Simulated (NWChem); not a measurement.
Program: NWChem. System: trimethylamine (C3H9N), charge 0, spin multiplicity 1, at a geometry optimised with PBE0/def2-SVP. Level: G0W0@CAM-B3LYP/def2-TZVP, RI basis def2-tzvp-rifit.

Input file:

```
start mol
memory heap 200 mb stack 700 mb global 1700 mb
geometry units angstroms nocenter noautoz
  C     -0.216410    -0.658654     1.197168
  N     -0.316982     0.132868     0.000000
  C     -0.216410    -0.658654    -1.197168
  C      0.585485     1.253328     0.000000
  H      0.776340    -1.152626     1.321189
  H     -0.982683    -1.449823     1.195753
  H     -0.386791    -0.029221     2.084818
  H      0.776340    -1.152626    -1.321189
  H     -0.386791    -0.029221    -2.084818
  H     -0.982683    -1.449823    -1.195753
  H      1.661211     0.957182     0.000000
  H      0.413971     1.879982    -0.889379
  H      0.413971     1.879982     0.889379
  symmetry group Cs
end
basis spherical
  * library def2-tzvp
end
basis "ri basis" bse spherical
  * library def2-tzvp-rifit
end
dft
  xc xcamb88 1.00 lyp 0.81 vwn_5 0.19 hfexch 1.00
  cam 0.33 cam_alpha 0.19 cam_beta 0.46
  direct
  iterations 100
  tolerances tight
end
task dft energy
gw
  method cdgw
  states alpha occ 4 vir 2
end
task dft gw
```

Output (cleaned and shortened):

```
             Northwest Computational Chemistry Package (NWChem) 7.3.0
             --------------------------------------------------------

                                NWChem Input Module
                                -------------------

 Scaling coordinates for geometry "geometry" by  1.889725989
 (inverse scale =  0.529177249)

 Turning off AUTOSYM since
 SYMMETRY directive was detected!

                             Geometry "geometry" -> ""
                             -------------------------

 Output coordinates in angstroms (scale by  1.889725989 to convert to a.u.)

  No.       Tag          Charge          X              Y              Z
 ---- ---------------- ---------- -------------- -------------- --------------
    1 C                    6.0000    -0.21641000    -0.65865400     1.19716800
    2 N                    7.0000    -0.31698200     0.13286800     0.00000000
    3 C                    6.0000    -0.21641000    -0.65865400    -1.19716800
    4 C                    6.0000     0.58548500     1.25332800     0.00000000
    5 H                    1.0000     0.77634000    -1.15262600     1.32118900
    6 H                    1.0000    -0.98268300    -1.44982300     1.19575300
    7 H                    1.0000    -0.38679100    -0.02922100     2.08481800
    8 H                    1.0000     0.77634000    -1.15262600    -1.32118900
    9 H                    1.0000    -0.38679100    -0.02922100    -2.08481800
   10 H                    1.0000    -0.98268300    -1.44982300    -1.19575300
   11 H                    1.0000     1.66121100     0.95718200     0.00000000
   12 H                    1.0000     0.41397100     1.87998200    -0.88937900
   13 H                    1.0000     0.41397100     1.87998200     0.88937900

 Effective nuclear repulsion energy (a.u.)     138.7672264636

            Nuclear Dipole moment (a.u.)
            ----------------------------
        X                 Y               Z
 ---------------- ---------------- ----------------
     0.0000018897     0.0000037795    -0.0000000000

      Symmetry information
      --------------------

 Group name             Cs
 Group number              2
 Group order               2
 No. of unique centers     8

      Symmetry unique atoms

     1    2    4    5    6    7   11   12


 Summary of "ao basis" -> "" (spherical)
 ------------------------------------------------------------------------------
       Tag                 Description            Shells   Functions and Types
 ---------------- ------------------------------  ------  ---------------------
 *                         def2-tzvp                  on all atoms

 new library libraries.bse/

 Summary of "ri basis" -> "" (spherical)
 ------------------------------------------------------------------------------
       Tag                 Description            Shells   Functions and Types
 ---------------- ------------------------------  ------  ---------------------
 *                      def2-tzvp-rifit               on all atoms

                                 NWChem DFT Module
                                 -----------------

 Summary of "ao basis" -> "ao basis" (spherical)
 ------------------------------------------------------------------------------
       Tag                 Description            Shells   Functions and Types
 ---------------- ------------------------------  ------  ---------------------
 C                         def2-tzvp                11       31   5s3p2d1f
 N                         def2-tzvp                11       31   5s3p2d1f
 H                         def2-tzvp                 4        6   3s1p

 Summary of "ao basis" -> "ao basis" (spherical)
 ------------------------------------------------------------------------------
       Tag                 Description            Shells   Functions and Types
 ---------------- ------------------------------  ------  ---------------------
 C                         def2-tzvp                11       31   5s3p2d1f
 N                         def2-tzvp                11       31   5s3p2d1f
 H                         def2-tzvp                 4        6   3s1p

      Symmetry analysis of basis
      --------------------------

        a'        102
        a"         76

  int_init: cando_txs set to always be  F

            General Information
            -------------------
          SCF calculation type: DFT
          Wavefunction type:  closed shell.
          No. of atoms     :    13
          No. of electrons :    34
           Alpha electrons :    17
            Beta electrons :    17
          Charge           :     0
          Spin multiplicity:     1
          Use of symmetry is: on ; symmetry adaption is: on
          Maximum number of iterations: 100
          This is a Direct SCF calculation.
          AO basis - number of functions:   178
                     number of shells:    80
          Convergence on energy requested:  1.00D-06
          Convergence on density requested:  1.00D-05
          Convergence on gradient requested:  5.00D-04

              XC Information
              --------------
                     Hartree-Fock (Exact) Exchange  1.000
                   CAM-Becke88 Exchange Functional  1.000
                      VWN V Correlation Functional  0.190 local
              Lee-Yang-Parr Correlation Functional  0.810

           Range-Separation Parameters
           ---------------------------
           Alpha           :  0.19
           Beta            :  0.46
           Gamma           :  0.33
           Short-Range HF  :     F

             Grid Information
[...]
 Sum of atomic energies:        -171.82381923

      Non-variational initial energy
      ------------------------------

 Total energy =    -174.659201
 1-e energy   =    -504.081408
 2-e energy   =     190.654980
 HOMO         =      -0.262456
 LUMO         =       0.068745

      Symmetry analysis of molecular orbitals - initial
      -------------------------------------------------

  Numbering of irreducible representations:

     1 a'          2 a"

  Orbital symmetries:

     1 a'          2 a'          3 a'          4 a"          5 a'
     6 a"          7 a'          8 a'          9 a'         10 a"
    11 a'         12 a"         13 a'         14 a"         15 a'
    16 a"         17 a'         18 a'         19 a'         20 a"
    21 a'         22 a"         23 a'         24 a'         25 a"
    26 a'         27 a'

   convergence    iter        energy       DeltaE   RMS-Dens  Diis-err    time
 ---------------- ----- ----------------- --------- --------- ---------  ------
 d= 0,ls=0.0,diis     1   -174.3909930368 -3.13D+02  2.54D-03  5.57D-01    19.9
 d= 0,ls=0.0,diis     2   -174.4330962974 -4.21D-02  8.48D-04  3.46D-02    38.9
 d= 0,ls=0.0,diis     3   -174.4337875373 -6.91D-04  4.33D-04  3.39D-02    57.9
 d= 0,ls=0.0,diis     4   -174.4369278535 -3.14D-03  7.70D-05  2.69D-04    76.8
 d= 0,ls=0.0,diis     5   -174.4369555435 -2.77D-05  3.63D-05  5.26D-05    95.7
 d= 0,ls=0.0,diis     6   -174.4369623013 -6.76D-06  1.19D-05  2.18D-06   114.7
 d= 0,ls=0.0,diis     7   -174.4369626964 -3.95D-07  4.14D-06  5.55D-08   133.7

         Total DFT energy =     -174.436962696441
      One electron energy =     -508.528970439951
           Coulomb energy =      221.795424189163
    Exchange-Corr. energy =      -26.470642909257
 Nuclear repulsion energy =      138.767226463604

 Numeric. integr. density =       33.999998379257

     Total iterative time =    132.6s

                  Occupations of the irreducible representations
                  ----------------------------------------------

                     irrep           alpha         beta
                     --------     --------     --------
                     a'               11.0         11.0
                     a"                6.0          6.0

                       DFT Final Molecular Orbital Analysis
                       ------------------------------------

 Vector   15  Occ=2.000000D+00  E=-4.266163D-01  Symmetry=a"
              MO Center= -5.1D-02,  1.7D-01,  2.7D-12, r^2= 3.3D+00
   Bfn.  Coefficient  Atom+Function         Bfn.  Coefficient  Atom+Function
  ----- ------------  ---------------      ----- ------------  ---------------
    39     -0.205464   2 N  pz                8      0.198201   1 C  pz
    70      0.198201   3 C  pz               42     -0.167291   2 N  pz
   101      0.159134   4 C  pz               11      0.142082   1 C  pz
    73      0.142082   3 C  pz              138      0.138863   7 H  s
   150     -0.138863   9 H  s               168     -0.119839  12 H  s

 Vector   16  Occ=2.000000D+00  E=-4.265917D-01  Symmetry=a'
              MO Center= -1.6D-01, -8.1D-02, -2.6D-12, r^2= 3.3D+00
   Bfn.  Coefficient  Atom+Function         Bfn.  Coefficient  Atom+Function
  ----- ------------  ---------------      ----- ------------  ---------------
   100      0.224148   4 C  py               38     -0.189525   2 N  py
   103      0.162825   4 C  py               41     -0.154317   2 N  py
   132     -0.149380   6 H  s               156     -0.149380  10 H  s
     7      0.144124   1 C  py               69      0.144124   3 C  py
     6      0.101909   1 C  px               68      0.101909   3 C  px

 Vector   17  Occ=2.000000D+00  E=-2.743513D-01  Symmetry=a'
              MO Center= -1.1D-01,  4.7D-02, -7.0D-15, r^2= 2.3D+00
   Bfn.  Coefficient  Atom+Function         Bfn.  Coefficient  Atom+Function
  ----- ------------  ---------------      ----- ------------  ---------------
    37      0.354640   2 N  px               40      0.296273   2 N  px
    43      0.276265   2 N  px              127     -0.170910   5 H  s
   145     -0.170910   8 H  s               163     -0.170895  11 H  s
    38     -0.148727   2 N  py               35     -0.123988   2 N  s
    41     -0.124252   2 N  py               36     -0.120360   2 N  s

 Vector   18  Occ=0.000000D+00  E= 7.010144D-02  Symmetry=a'
              MO Center=  2.8D-01, -1.2D-01,  2.2D-13, r^2= 8.7D+00
   Bfn.  Coefficient  Atom+Function         Bfn.  Coefficient  Atom+Function
  ----- ------------  ---------------      ----- ------------  ---------------
     5      2.507167   1 C  s                67      2.507167   3 C  s
    98      2.507676   4 C  s               127     -1.070600   5 H  s
   145     -1.070600   8 H  s               163     -1.070803  11 H  s
   133     -1.020367   6 H  s               139     -1.020540   7 H  s
   151     -1.020540   9 H  s               157     -1.020367  10 H  s

 Vector   19  Occ=0.000000D+00  E= 1.203927D-01  Symmetry=a"
              MO Center= -2.9D-02, -5.8D-01,  1.6D-10, r^2= 9.8D+00
   Bfn.  Coefficient  Atom+Function         Bfn.  Coefficient  Atom+Function
  ----- ------------  ---------------      ----- ------------  ---------------
     5      4.430632   1 C  s                67     -4.430632   3 C  s
   127     -1.689623   5 H  s               145      1.689623   8 H  s
   139     -1.543838   7 H  s               151      1.543838   9 H  s
   133     -1.225093   6 H  s               157      1.225093  10 H  s
    45     -0.608341   2 N  pz                4     -0.350033   1 C  s

 Vector   20  Occ=0.000000D+00  E= 1.204121D-01  Symmetry=a'
              MO Center=  3.9D-01,  4.3D-01, -1.6D-10, r^2= 9.8D+00
   Bfn.  Coefficient  Atom+Function         Bfn.  Coefficient  Atom+Function
  ----- ------------  ---------------      ----- ------------  ---------------
    98      5.115184   4 C  s                 5     -2.557386   1 C  s
    67     -2.557386   3 C  s               163     -1.950947  11 H  s
   169     -1.598541  12 H  s               175     -1.598541  13 H  s
   133      1.075763   6 H  s               157      1.075763  10 H  s
   127      0.975170   5 H  s               145      0.975170   8 H  s

 center of mass
 --------------
 x =  -0.04138345 y =   0.01734888 z =  -0.00000000

 moments of inertia (a.u.)
 ------------------
         341.467465132340         -56.818420189842           0.000000000000
         -56.818420189842         229.828258196232           0.000000000000
           0.000000000000           0.000000000000         205.955714541780

     Multipole analysis of the density
     ---------------------------------

     L   x y z        total         alpha         beta         nuclear
     -   - - -        -----         -----         ----         -------
     0   0 0 0     -0.000000    -17.000000    -17.000000     34.000000

     1   1 0 0      0.160834      0.080416      0.080416      0.000002
     1   0 1 0     -0.067415     -0.033709     -0.033709      0.000004
     1   0 0 1     -0.000000     -0.000000     -0.000000     -0.000000

     2   2 0 0    -22.025653    -28.618921    -28.618921     35.212189
     2   1 1 0      0.873759    -17.503181    -17.503181     35.880121
     2   1 0 1      0.000000      0.000000      0.000000      0.000000
     2   0 2 0    -20.308582    -63.009795    -63.009795    105.711008
     2   0 1 1      0.000000      0.000000      0.000000      0.000000
     2   0 0 2    -19.941416    -70.364884    -70.364884    120.788351

 Task  times  cpu:      133.7s     wall:      133.7s

                                NWChem Input Module
                                -------------------

                                 NWChem GW Module
                                 ----------------

                             ***********************
                             ***        GW       ***
                             ***********************

 Summary of "ri basis" -> "ri basis" (spherical)
 ------------------------------------------------------------------------------
       Tag                 Description            Shells   Functions and Types
 ---------------- ------------------------------  ------  ---------------------
 C                      def2-tzvp-rifit             22       76   8s6p4d3f1g
 N                      def2-tzvp-rifit             22       76   8s6p4d3f1g
 H                      def2-tzvp-rifit              7       15   4s2p1d

  int_init: cando_txs set to always be  F
  int_init: cando_txs set to always be  F

                 Memory Information
                 ------------------
          Available GA per process is          1699.8 MBs
          Available stack per process is        700.0 MBs
          Available heap per process is           0.0 MBs

          Peak memory in Initialization
              Peak GA per process is                 13.1 MBs
              Peak stack per process is               0.4 MBs
              Peak heap per process is               13.5 MBs
              Memory not in MA per process            0.0 MBs

          Peak memory in CDGW Calculation
              Peak GA per process is                 16.2 MBs
              Peak stack per process is               3.0 MBs
              Peak heap per process is                3.5 MBs
              Memory not in MA per process            0.0 MBs

          Computing 2-center integrals
          Computing Inverse Cholesky factor
          Computing 3-center integrals
          Computing Vxc

          Computing Sigma_x
          Computing W(iw) on the imaginary grid
          Solving quasiparticle equations

                  Alpha Orbitals
          State     Energy (eV)     Error (eV)
          -----------------------------------
@GW        14        -13.168           0.003
@GW        15        -12.880           0.003
@GW        16        -12.879           0.003
@GW        17         -8.381           0.002
@GW        18          2.902           0.002
@GW        19          4.290           0.002

     GW Timing Statistics
   ------------------------
   Init.   :          0.0s
     ERIs  :          1.8s
     Distr.:          0.0s
     Vxc   :         11.5s
   Vmo     :          0.0s
   iW      :          2.9s
   I_n     :          0.0s
   R_n     :          0.3s
   GW total:         16.5s

 Task  times  cpu:       16.5s     wall:       16.5s

 Total times  cpu:      150.3s     wall:      150.3s
```
